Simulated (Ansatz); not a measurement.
# C5H10O: a ladder of functionals and wavefunction methods

An exercise on one series of results from a longer session: the logs are not shown, and one member is left open.

Computed with Ansatz 0.2.0, Gaussian basis. Level: functionals in def2-TZVPP, the program's frozen cores in correlated methods.

Plan: LDA (SPW92), PBE-D4, revPBE-D4, BLYP-D4, r2SCAN-D4, B97M-V, PBE0-D4, B3LYP-D4, r2SCANh-D4, r2SCAN0-D4, HSE06-D4, BHLYP-D4, CAM-B3LYP-D4, LC-ωPBE, ωB97X-V, ωB97M-V, B2PLYP, PBE-QIDH; CCSD(T)/def2-SVP; CCSD(T)/def2-TZVPP; MP2/def2-QZVPP; extrapolation to the limit; RPA on PBE.

1 further run of the same task is left out (it didn't finish).

### The geometry

An earlier PBE0-D4 in a triple-zeta def2 set relaxation fixed the geometry.

16 atoms, charge 0, spin multiplicity 1.

Atoms are counted from 1 here; the program's logs count them from 0.

Bond lengths: C1–C2 1.514 Å, C1–H7 1.091 Å, C1–H8 1.091 Å, C1–H9 1.092 Å, C2–C3 1.512 Å, C2–H10 1.097 Å, C2–H11 1.097 Å, C3–O4 1.206 Å, C3–C5 1.512 Å, C5–C6 1.514 Å, C5–H12 1.097 Å, C5–H13 1.097 Å, C6–H14 1.091 Å, C6–H15 1.092 Å, C6–H16 1.091 Å. Angles: C2–C1–H7 110.9°, C2–C1–H8 110.9°, C2–C1–H9 110.8°, H7–C1–H8 107.1°, H7–C1–H9 108.5°, H8–C1–H9 108.5°, C1–C2–C3 113.7°, C1–C2–H10 111.3°, C1–C2–H11 111.4°, C3–C2–H10 107.5°, C3–C2–H11 107.6°, H10–C2–H11 104.9°, C2–C3–O4 121.9°, C2–C3–C5 116.2°, O4–C3–C5 121.9°, C3–C5–C6 113.7°, C3–C5–H12 107.5°, C3–C5–H13 107.6° and more.

The first run:

in.yaml

```yaml
crystal:
  periodic: [false, false, false]
  atoms:
    - {symbol: C, position_ang: [-2.248584, -1.109952, -0.496805]}
    - {symbol: C, position_ang: [-0.813068, -0.759337, -0.824256]}
    - {symbol: C, position_ang: [-0.132401, 0.073498, 0.238169]}
    - {symbol: O, position_ang: [-0.699225, 0.401516, 1.251144]}
    - {symbol: C, position_ang: [1.299305, 0.471155, -0.040699]}
    - {symbol: C, position_ang: [1.929651, 1.292549, 1.063307]}
    - {symbol: H, position_ang: [-2.309258, -1.672523, 0.435873]}
    - {symbol: H, position_ang: [-2.850160, -0.208997, -0.367902]}
    - {symbol: H, position_ang: [-2.692372, -1.710884, -1.292741]}
    - {symbol: H, position_ang: [-0.206973, -1.661264, -0.974477]}
    - {symbol: H, position_ang: [-0.741778, -0.211601, -1.771860]}
    - {symbol: H, position_ang: [1.311967, 1.010625, -0.995741]}
    - {symbol: H, position_ang: [1.867916, -0.447699, -0.229215]}
    - {symbol: H, position_ang: [1.368175, 2.212239, 1.233600]}
    - {symbol: H, position_ang: [2.958297, 1.556894, 0.811134]}
    - {symbol: H, position_ang: [1.935608, 0.741183, 2.004667]}
basis:
  gaussian: {orbitals: def2-TZVPP}
hamiltonian: {xc: lda}
output: {orbitals: {seedname: orbitals}}
```

Command:

```sh
ansatz run in.yaml --threads 2 --pin off --events-out ev --progress --plain --max-ram 22528MiB --backend cuda --devices 0, --max-vram 18GiB
```

Steps of the session up to this table: LDA; PBE-D4 (GGA); revPBE-D4 (GGA); BLYP-D4 (GGA); r2SCAN-D4 (meta-GGA); B97M-V (meta-GGA); B3LYP-D4 (hybrid); r2SCANh-D4 (hybrid); r2SCAN0-D4 (hybrid); HSE06-D4 (hybrid); BHLYP-D4 (hybrid); CAM-B3LYP-D4 (range-separated); LC-ωPBE (range-separated); ωB97X-V (range-separated); ωB97M-V (range-separated); B2PLYP (double hybrid); PBE-QIDH (double hybrid).

One of the session's tables, all rows but one given; the rest of the session is left out.

It belongs to the step «Orbital energies across the functionals». 

```
  functional  HOMO (eV)  gap (eV)
 LDA (SPW92)      -5.73      4.09
      PBE-D4      -5.55      4.15
   revPBE-D4      -5.48      4.16
     BLYP-D4      -5.47      4.18
   r2SCAN-D4      -5.84      4.70
      B97M-V      -6.03      4.99
     PBE0-D4      -7.13      6.90
    B3LYP-D4      -6.90      6.39
  r2SCANh-D4      -6.44      5.73
  r2SCAN0-D4      -7.34      7.27
    HSE06-D4          ?         ?
    BHLYP-D4      -8.68      9.70
CAM-B3LYP-D4      -8.61      9.58
     LC-ωPBE      -9.89     12.12
     ωB97X-V      -9.59     11.72
     ωB97M-V      -9.55     11.56
```

Q: Estimate the row for HSE06-D4 from the others.

**Answer.** HOMO (eV): -6.72; gap (eV): 6.10. In the column «HOMO (eV)» it lies between B3LYP-D4 (-6.90) and r2SCANh-D4 (-6.44).
